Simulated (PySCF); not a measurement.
**Gas-phase XPS of `FC1CCCC1`, computed**

Compound: C5H9F.
Bonds: F1–C2, C2–C3, C3–C4, C4–C5, C5–C6, C2–C6. Hydrogens: H7 on C2; H8, H9 on C3; H10, H11 on C4; H12, H13 on C5; H14, H15 on C6.

Computed with delta-SCF UKS SCAN, pcX-2 on the ionised atom, pcseg-1 elsewhere, spin-free X2C in PySCF 2.14.0. Binding energies are ΔSCF values: E(core-ionised, relaxed orbitals) − E(ground state) at a fixed geometry, referred to the vacuum level.

List the computed XPS lines with their assignment.

```csv
atom(s),environment,level,binding energy (eV),above the level's lowest (eV),count
F1,alkyl fluorine,F 1s,691.88,0.00,1
C2,sp3 C–F carbon,C 1s,292.65,+2.08,1
C3/C6,ring CH2 carbon,C 1s,290.57,0.00,2
C4/C5,ring CH2 carbon,C 1s,290.58,+0.01,2
```

Lowest listed C 1s: C3/C6, bonded to 2 C and 2 H. Highest, 2.08 eV above it: C2, bonded to F, 2 C and H. Summing the Pauling electronegativity differences to the bonded atoms, each weighted by its formal bond order, gives -0.70 for the lowest site and +1.08 for the highest; no listed site has a larger sum than the highest. The values 290.57 and 290.58 eV lie too close for their order to be trusted.

What is the longest wavelength that can ionise F 1s of F1 vertically?

λ = hc/E = 12398.42 eV Å / 691.88 eV = 17.920 Å.

Which effective nuclear charge Zeff reproduces each element's mean 1s value in the hydrogen-like formula E = 13.606 eV × Zeff²?

C (Z = 6): mean 291.0 eV, Zeff = 4.62, Z − Zeff = 1.38; F (Z = 9): mean 691.9 eV, Zeff = 7.13, Z − Zeff = 1.87. Means run over the listed sites, weighted by atom count.

One atom of each set of topologically equivalent atoms was ionised and stands for the set; in this conformer not all members are related by symmetry, and their own values weren't computed. One conformer (not necessarily the lowest) at the GFN2-xTB geometry, without solvent, vibrations or thermal averaging.
